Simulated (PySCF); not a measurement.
**Spin-rotation constants: SMILES C=C[C@@H]1C[P@@H+]1P, [C4H9P2]+, charge +1**

Molfile (atoms numbered from 1):
```
C4H9P2
     RDKit          3D

 15 15  0  0  0  0  0  0  0  0999 V2000
   -1.7746    0.8929    0.4354 C   0  0  0  0  0  0  0  0  0  0  0  0
   -1.4017    0.6905   -0.8205 C   0  0  0  0  0  0  0  0  0  0  0  0
   -0.4546   -0.3428   -1.2824 C   0  0  2  0  0  0  0  0  0  0  0  0
   -0.0330   -1.5177   -0.4196 C   0  0  0  0  0  0  0  0  0  0  0  0
    1.2850   -0.2930   -0.6461 P   0  0  2  0  0  0  0  0  0  0  0  0
    1.6545    0.8181    1.1706 P   0  0  0  0  0  0  0  0  0  0  0  0
   -1.4202    0.2998    1.2634 H   0  0  0  0  0  0  0  0  0  0  0  0
   -2.4877    1.6597    0.6800 H   0  0  0  0  0  0  0  0  0  0  0  0
   -1.8067    1.3087   -1.6089 H   0  0  0  0  0  0  0  0  0  0  0  0
   -0.5051   -0.5387   -2.3506 H   0  0  0  0  0  0  0  0  0  0  0  0
    0.0678   -2.4767   -0.9137 H   0  0  0  0  0  0  0  0  0  0  0  0
   -0.4723   -1.5898    0.5678 H   0  0  0  0  0  0  0  0  0  0  0  0
    2.1741   -0.8402   -1.5601 H   0  0  0  0  0  0  0  0  0  0  0  0
    2.8250    0.0964    1.4536 H   0  0  0  0  0  0  0  0  0  0  0  0
    2.3450    1.8408    0.5034 H   0  0  0  0  0  0  0  0  0  0  0  0
  1  2  2  0
  2  3  1  0
  3  4  1  0
  4  5  1  0
  5  6  1  0
  5  3  1  0
  1  7  1  0
  1  8  1  0
  2  9  1  0
  3 10  1  6
  4 11  1  0
  4 12  1  0
  5 13  1  6
  6 14  1  0
  6 15  1  0
M  CHG  1   5   1
M  END
```

Method used: PySCF 2.14.0, GIAO BHandHLYP/pcSseg-1 magnetisability, rotational g tensor and spin-rotation constants, non-relativistic, gas phase. Geometry: GFN2-xTB.

For an ion the centre-of-mass motion in the field is neglected.

Question: Give the nuclear spin-rotation constants along the inertial axes (H = +C I·J) beside the isotropic shieldings.

Answer: Rotational constants 3.0762, 1.9030, 1.3806 GHz. A star marks the isotopologue with that one atom substituted, in its own axes.
| atom | isotope | Caa (kHz) | Cbb (kHz) | Ccc (kHz) | mean (kHz) | σ (ppm) |
| --- | --- | --- | --- | --- | --- | --- |
| P5 | 31P | 3.735 | 1.029 | 2.051 | 2.272 | 519.1 |
| P6 | 31P | 2.884 | 1.859 | 1.382 | 2.042 | 563.7 |
| H7 | 1H | -0.193 | -0.230 | 0.013 | -0.136 | 26.2 |
| H8 | 1H | -0.242 | 0.072 | -0.159 | -0.110 | 25.4 |
| H9 | 1H | -0.137 | -0.220 | 0.011 | -0.116 | 25.1 |
| H10 | 1H | -0.249 | -0.102 | -0.123 | -0.158 | 28.2 |
| H11 | 1H | -0.364 | -0.041 | -0.141 | -0.182 | 29.2 |
| H12 | 1H | -0.392 | -0.162 | -0.050 | -0.201 | 29.5 |
| H13 | 1H | -0.325 | -0.043 | -0.150 | -0.173 | 27.7 |
| H14 | 1H | -0.096 | -0.157 | -0.165 | -0.139 | 28.2 |
| H15 | 1H | -0.329 | -0.226 | -0.014 | -0.190 | 28.4 |
| C1 | 13C* | 0.778 | 0.708 | 0.459 | 0.648 | 48.0 |
| C2 | 13C* | 0.835 | 0.668 | 0.423 | 0.642 | 54.6 |
| C3 | 13C* | 0.544 | 0.211 | 0.259 | 0.338 | 153.7 |
| C4 | 13C* | 0.351 | 0.172 | 0.257 | 0.260 | 172.5 |

For the geometry as given, no vibrational averaging.

Question: How do the rotational constants and the g tensor change when H7, H8, H9, H10, H11, H12, H13, H14, H15 are replaced by deuterium?

Answer: Constants 2.5424, 1.6427, 1.2050 GHz; g 0.0093, 0.0117, 0.0059, against 0.0115, 0.0133, 0.0067 before.
